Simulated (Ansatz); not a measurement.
# AlH₂− (singlet): RPA-PBE over vertical spin and charge gaps and displaced geometries, aug-cc-pVTZ

How well do these functionals follow the top wave-function level for AlH₂− (singlet) over vertical spin and charge gaps and displaced geometries?

The runs use Ansatz 0.2.0, Gaussian basis; aug-cc-pVTZ, all electrons in the functionals, frozen cores in the correlation of double hybrids and RPA.

To be run: RPA-PBE, at charge -1, singlet; charge 0, doublet; displaced geometry v1; displaced geometry v2.

9 further runs of the same task are left out: 4 that didn't finish, 5 set aside as unsound or not needed.

## Step 1: What is computed

The geometry is a PBE0/def2-TZVPD stationary point (not a proven minimum).

3 atoms, charge -1, spin multiplicity 1.

Atoms are counted from 1 here; the program's logs count them from 0.

Bond lengths: Al1–H2 1.697 Å, Al1–H3 1.697 Å. Angles: H2–Al1–H3 93.2°.

No dispersion term is added.

The geometry shown and the zero of energy belong to the point charge -1, singlet. The yardstick, UCCSD(T), and other wave-function levels (R restricted, U unrestricted, valence and pair active spaces) come from earlier runs.

## Step 2: RPA-PBE, charge -1, singlet

The input, in.yaml:

```yaml
crystal:
  periodic: [false, false, false]
  atoms:
    - {symbol: Al, position_ang: [0.000000, -0.081048, 0.000000]}
    - {symbol: H, position_ang: [0.000000, 1.084792, -1.232881]}
    - {symbol: H, position_ang: [0.000000, 1.084792, 1.232880]}
basis:
  gaussian: {orbitals: aug-cc-pVTZ}
total_charge: -1
magnetization: {spin_polarized: true, initial_magnetization: 0}
hamiltonian: {xc: {name: PBE}}
correlation: {method: rpa, electrons: outside_noble_gas}
```

Command:

```console
> ansatz run in.yaml --threads 1 --pin off --events-out ev --progress --plain --max-ram 2393MiB
```

Standard output:

```text
Functional definition: PBE
  name "PBE"
  cite "Perdew, Burke & Ernzerhof, Phys. Rev. Lett. 77, 3865 (1996) doi:10.1103/PhysRevLett.77.3865"
  parent pbe
  parameter kappa = 0.804
  parameter beta = 0.06672455060314922
  exchange = pbe_x(kappa = kappa, mu = beta*pi^2/3)
  correlation = pbe_c(beta = beta)
548 factors; integrals over basis functions are off by at most 1.1e-3 eV
mean field evaluation 1: about -6624.2781 eV, gradient 8.7e0 eV
mean field evaluation 2: about -6624.2769 eV, gradient 8.7e0 eV
mean field evaluation 4: about -6624.8319 eV, gradient 1.1e0 eV
mean field evaluation 8: about -6624.8488 eV, gradient 1.0e-2 eV
mean field evaluation 16: about -6623.5919 eV, gradient 3.8e0 eV
mean field evaluation 32: about -6623.8902 eV, gradient 4.3e-6 eV
mean field evaluation 64: about -6624.7484 eV, gradient 1.2e0 eV
mean field evaluation 96: about -6619.3563 eV, gradient 8.2e0 eV
mean field evaluation 128: about -6623.8846 eV, gradient 3.1e-1 eV
mean field evaluation 160: about -6618.2498 eV, gradient 1.4e1 eV
mean field -6624.84883365 eV, -243.4587041528 hartree, gradient 5.3e-6 eV, S^2 0.000000; 11 other end points of the search recorded, 0 dependent functions left out
5 core orbitals not correlated: weight in the atoms' cores, before any rotation towards them, 1.000 or more for the frozen orbitals, at most 0.000 for the correlated occupied ones
reference -6613.04510006 eV, -243.0249249441 hartree; 3, 3 occupied and 88, 88 virtual orbitals, 548 factors
Total energy: -6619.25736765 eV, -243.2532215672 hartree
```

Wall time 53 s (1 thread of Intel Xeon at 2.50GHz, shared host).

From the report: ⟨S²⟩ of the determinant 0.000 (pure singlet: 0.00).

## Step 3: RPA-PBE, charge 0, doublet

in.yaml: that of step 2 with these lines changed.

```diff
@@ -8,4 +8,3 @@
   gaussian: {orbitals: aug-cc-pVTZ}
-total_charge: -1
-magnetization: {spin_polarized: true, initial_magnetization: 0}
+magnetization: {spin_polarized: true, initial_magnetization: 1}
 hamiltonian: {xc: {name: PBE}}
```

The command is unchanged.

Standard output, cut to the lines that bear on the results:

```text
Functional definition: PBE
  name "PBE"
  cite "Perdew, Burke & Ernzerhof, Phys. Rev. Lett. 77, 3865 (1996) doi:10.1103/PhysRevLett.77.3865"
  parent pbe
[...]
548 factors; integrals over basis functions are off by at most 1.1e-3 eV
[...]
mean field -6623.52818629 eV, -243.4101712574 hartree, gradient 2.0e-6 eV, S^2 0.752095; 0 other end points of the search recorded, 0 dependent functions left out
5 core orbitals not correlated: weight in the atoms' cores, before any rotation towards them, 1.000 or more for the frozen orbitals, at most 0.000 for the correlated occupied ones
reference -6612.57420598 eV, -243.0076199058 hartree; 3, 2 occupied and 88, 89 virtual orbitals, 548 factors
Total energy: -6617.61362502 eV, -243.1928151398 hartree
```

It took 6.5 s on 1 thread of Intel Xeon at 2.50GHz, shared host.

From the report: ⟨S²⟩ of the determinant 0.752 (pure doublet: 0.75).

From charge -1, singlet: +37.9 kcal/mol.

## Step 4: RPA-PBE, displaced geometry v1

The input, in.yaml:

```yaml
crystal:
  periodic: [false, false, false]
  atoms:
    - {symbol: Al, position_ang: [-0.001609, -0.081988, 0.002257]}
    - {symbol: H, position_ang: [-0.002442, 1.067710, -1.241777]}
    - {symbol: H, position_ang: [0.045522, 1.127021, 1.181370]}
basis:
  gaussian: {orbitals: aug-cc-pVTZ}
total_charge: -1
magnetization: {spin_polarized: true, initial_magnetization: 0}
hamiltonian: {xc: {name: PBE}}
correlation: {method: rpa, electrons: outside_noble_gas}
```

Same command.

Standard output, cut to the lines that bear on the results:

```text
Functional definition: PBE
  name "PBE"
  cite "Perdew, Burke & Ernzerhof, Phys. Rev. Lett. 77, 3865 (1996) doi:10.1103/PhysRevLett.77.3865"
  parent pbe
[...]
549 factors; integrals over basis functions are off by at most 1.6e-3 eV
[...]
mean field -6624.84423798 eV, -243.4585352652 hartree, gradient 1.7e-6 eV, S^2 0.000000; 9 other end points of the search recorded, 0 dependent functions left out
5 core orbitals not correlated: weight in the atoms' cores, before any rotation towards them, 1.000 or more for the frozen orbitals, at most 0.000 for the correlated occupied ones
reference -6613.03763532 eV, -243.0246506201 hartree; 3, 3 occupied and 88, 88 virtual orbitals, 549 factors
Total energy: -6619.25285302 eV, -243.2530556577 hartree
```

Wall time 46 s (1 thread of Intel Xeon at 2.50GHz, shared host).

From the report: ⟨S²⟩ of the determinant 0.000 (pure singlet: 0.00).

From charge -1, singlet: +0.1 kcal/mol.

## Step 5: RPA-PBE, displaced geometry v2

The input, in.yaml:

```yaml
crystal:
  periodic: [false, false, false]
  atoms:
    - {symbol: Al, position_ang: [0.008799, -0.080504, -0.000522]}
    - {symbol: H, position_ang: [-0.156076, 1.093710, -1.221809]}
    - {symbol: H, position_ang: [-0.079455, 1.061287, 1.235772]}
basis:
  gaussian: {orbitals: aug-cc-pVTZ}
total_charge: -1
magnetization: {spin_polarized: true, initial_magnetization: 0}
hamiltonian: {xc: {name: PBE}}
correlation: {method: rpa, electrons: outside_noble_gas}
```

The command is unchanged.

Standard output, cut to the lines that bear on the results:

```text
Functional definition: PBE
  name "PBE"
  cite "Perdew, Burke & Ernzerhof, Phys. Rev. Lett. 77, 3865 (1996) doi:10.1103/PhysRevLett.77.3865"
  parent pbe
[...]
549 factors; integrals over basis functions are off by at most 1.6e-3 eV
[...]
mean field -6624.84743502 eV, -243.4586527542 hartree, gradient 7.1e-7 eV, S^2 0.000000; 9 other end points of the search recorded, 0 dependent functions left out
5 core orbitals not correlated: weight in the atoms' cores, before any rotation towards them, 1.000 or more for the frozen orbitals, at most 0.000 for the correlated occupied ones
reference -6613.04464461 eV, -243.0249082068 hartree; 3, 3 occupied and 88, 88 virtual orbitals, 549 factors
Total energy: -6619.25643626 eV, -243.2531873393 hartree
```

Wall time 37 s (1 thread of Intel Xeon at 2.50GHz, shared host).

From the report: ⟨S²⟩ of the determinant 0.000 (pure singlet: 0.00).

From charge -1, singlet: 0.0 kcal/mol.

## Step 6: The comparison

No level is safe as a reference over these points; UCCSD(T) serves as a yardstick only. It comes from earlier runs at the same points. Energies in kcal/mol, counted from charge -1, singlet; blanks weren't run or aren't comparable.

```
   level  removing an electron (doublet)  displacement v1  displacement v2
UCCSD(T)                            32.0              0.1              0.0
 RPA-PBE                            37.9              0.1              0.0
```

Largest miss and mean time a point (UCCSD(T) took 58 s a point; shared hosts):

```
  level  largest miss (kcal/mol)                           where  time a point
RPA-PBE                     +5.9  removing an electron (doublet)          36 s
```

## Step 7: Results

| quantity | value |
| --- | --- |
| removing an electron (doublet), UCCSD(T) | 32.0 kcal/mol |
| displacement v1, UCCSD(T) | 0.1 kcal/mol |
| displacement v2, UCCSD(T) | 0.0 kcal/mol |
| largest miss, RPA-PBE | +5.9 kcal/mol (removing an electron (doublet)) |

In words: RPA-PBE strays by up to 5.9 kcal/mol, at removing an electron (doublet). Functionals and the yardstick converge differently with the basis, so part of each miss in aug-cc-pVTZ is the basis. The yardstick itself may be off where one determinant is a poor start.
